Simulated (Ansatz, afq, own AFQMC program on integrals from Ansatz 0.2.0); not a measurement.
HfOF2, singlet → HfOF$_{2}$, triplet

```yaml
atoms:
  - { symbol: Hf, position_ang: [-0.1185, 0.0301, 0.0000] }
  - { symbol: O, position_ang: [0.4405, 1.6923, 0.0000] }
  - { symbol: F, position_ang: [0.3710, -0.8539, -1.6420] }
  - { symbol: F, position_ang: [0.3710, -0.8539, 1.6420] }
```

Connectivity, by distances: O–Hf(–F)–F.

E(triplet, charge +0) − E(singlet, charge +0) at this geometry, on RHF and ROHF determinants.

Basis def2-SVP with its core potentials. Only valence electrons are correlated. Ansatz 0.2.0 and our own AFQMC program on the same integrals; the CISD trial comes from CCSD amplitudes, and released means the phaseless constraint is let go. ± is one standard error of the sampling. No spin–orbit coupling. The metal's outer-core s and p shells are frozen, which shifts wave-function levels against functionals. The errors of all members are added in quadrature.

No full CI on the walks' own integrals is used here. The released AFQMC energy serves as the reference, which it does only where one determinant dominates, the energy is flat over the last release times and near the phaseless one (40 meV or 2 meV an electron, half that with transition metals). On small molecules, where full CI could be run and the noise was under 10 meV, such values lay within 10 meV of it in 19 cases of 20, a flattering rate, since the rule was set on those same cases; what remains of the bias isn't in the error bar. Each member takes its own surest rung, up to full CI.

Errors are counted within def2-SVP, not against nature.

Cautions: no spin-orbit coupling; outer-core shells of the metal frozen; HfOF₂ (triplet): another spin lies lower, the released value is read at 0.80 1/Eh with a noise of 12 meV, more than in the cases checked, later times being too noisy (meV from the phaseless value at times in 1/Eh: 4 ± 9 at 0.24, -35 ± 28 at 0.48, -16 ± 12 at 0.80, -13 ± 15 at 1.20), released reference can be 30 meV off for metals.

```csv
level,vertical spin gap (kJ/mol)
CCSD,325.3
HF,184.0
```

(1) From these cheaper values, estimate the vertical spin gap at the reference level in def2-SVP.

(1) 341.6 ± 1.1 kJ/mol (AFQMC with the constraint released in def2-SVP).

```json
{"level": "MP2", "vertical spin gap (kJ/mol)": "396.2", "error against released AFQMC (kJ/mol)": "54.6 ± 1.1"}
{"level": "CCSD(T)", "vertical spin gap (kJ/mol)": "341.4", "error against released AFQMC (kJ/mol)": "-0.2 ± 1.1"}
{"level": "ph-AFQMC/CISD", "vertical spin gap (kJ/mol)": "342.1 ± 1.0", "error against released AFQMC (kJ/mol)": "0.4 ± 1.5"}
```

Correlation beyond CCSD(T) changes it by less than twice the noise. The perturbative (T) step is worth +16.1 kJ/mol.

A walk keeps the symmetry of its determinant, which the program's search chose and which needn't be the lowest solution, so a lower state of the same spin and another symmetry isn't excluded. Released energies are given only where the last usable release times agree within the noise; a slower fall can still hide under it.
